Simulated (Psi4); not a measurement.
**The standard entropy of BH3 (SMILES B) from a frequency calculation**

A singlet with charge 0, relaxed at PBE0-D4/def2-TZVP (density fitting) (Psi4 1.11):

```xyz
4

B     0.0137   -0.0150   -0.0048
H     0.9829    0.3814    0.5677
H    -0.2754   -1.1720    0.0419
H    -0.6636    0.7446   -0.6280
```

Harmonic wavenumbers in cm⁻¹: 1145, 1189, 1189, 2556, 2694, 2694.

Masses in u: B 10.81, H 1.008. Take T = 298.15 K, p = 1 bar, R = 8.3145 J/(mol K), kT/hc = 207.22 cm⁻¹, rigid rotor and harmonic oscillator.

Work out S° at 298 K.


1. Translation (Sackur–Tetrode): S = R[3/2 ln M + 5/2 ln T − 1.1517] with M = 13.834 gives 141.6 J/(mol K).
2. Rotation: principal moments 2.153, 2.154, 4.307 u Å² give A, B, C = 7.8284, 7.8278, 3.9141 cm⁻¹; the symmetry number is σ = 6; q = (√π/σ)√((kT/hc)³/ABC) = 57; S = R(ln q + 3/2) = 46.1.
3. Vibration: with u = ν̃/207.22, each mode gives R[u/(eᵘ − 1) − ln(1 − e⁻ᵘ)]; the sum is 0.6, most from 1145 cm⁻¹ (0.2), 1189 cm⁻¹ (0.2), 1189 cm⁻¹ (0.2).
4. Spin: R ln 1 = 0.0.
5. Sum: 141.6 + 46.1 + 0.6 + 0.0 = 188.3 J/(mol K).

The tabulated value is 188.2 J/(mol K) (CRC Handbook of Chemistry and Physics): the model is off by +0.1.
